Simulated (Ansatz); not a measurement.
**Worked example: GaH, triplet against GaH⁻, quartet**

Geometry (PBE0/def2-TZVPD stationary point of a quartet), kept for both states (GaH⁻, quartet: Σ⁻; GaH, triplet: Π):

```yaml
atoms:
  - { symbol: Ga, position_ang: [0.0000, 0.0000, 0.0000] }
  - { symbol: H, position_ang: [0.0000, 0.0000, 1.6026] }
```

Basis aug-cc-pVDZ; Ansatz 0.2.0. Correlated methods freeze the noble-gas cores and the filled d shells of p-block atoms. Prefix R: restricted or restricted open-shell reference. No spin–orbit coupling is included, and no scalar relativity.

Full CI is exact within this basis and frozen core; it isn't the basis-set limit.

The highest occupied Kohn–Sham level of the anion is positive, up to +1.32 eV, so in those functionals the extra electron is held by the basis alone, which enters their differences from the reference.

```json
{"level": "RCCSD(T)", "E(GaH⁻, quartet) (hartree)": "-1923.790134", "E(GaH, triplet) (hartree)": "-1923.766618"}
{"level": "PBE", "E(GaH⁻, quartet) (hartree)": "-1925.039883", "E(GaH, triplet) (hartree)": "-1925.013158"}
{"level": "B3LYP", "E(GaH⁻, quartet) (hartree)": "-1925.383720", "E(GaH, triplet) (hartree)": "-1925.360618"}
{"level": "full CI", "E(GaH⁻, quartet) (hartree)": "-1923.790847", "E(GaH, triplet) (hartree)": "-1923.767048"}
```

Task: Give the vertical gap, GaH triplet less GaH⁻ quartet, at each level in eV (1 hartree = 27.2114 eV), and each error against full CI.

Result: full CI: (-1923.767048 − (-1923.790847)) × 27.2114 = 0.648 eV (the reference)
B3LYP: (-1925.360618 − (-1925.383720)) × 27.2114 = 0.629 eV, error -0.019 eV
PBE: (-1925.013158 − (-1925.039883)) × 27.2114 = 0.727 eV, error 0.079 eV
RCCSD(T): (-1923.766618 − (-1923.790134)) × 27.2114 = 0.640 eV, error -0.008 eV

Total energies of functionals can't be set beside those of wave-function methods, since they hold the core's correlation and their own absolute errors; only the differences compare.

In so small a basis the reference is far from its limit while semilocal and hybrid functionals are nearer theirs, so the functionals' errors here hold much of the reference's basis and frozen-core error, which can add to them or hide them.

Each level lands on the state that its own search finds. T1 diagnostics of restricted CCSD: 0.032 and 0.040.
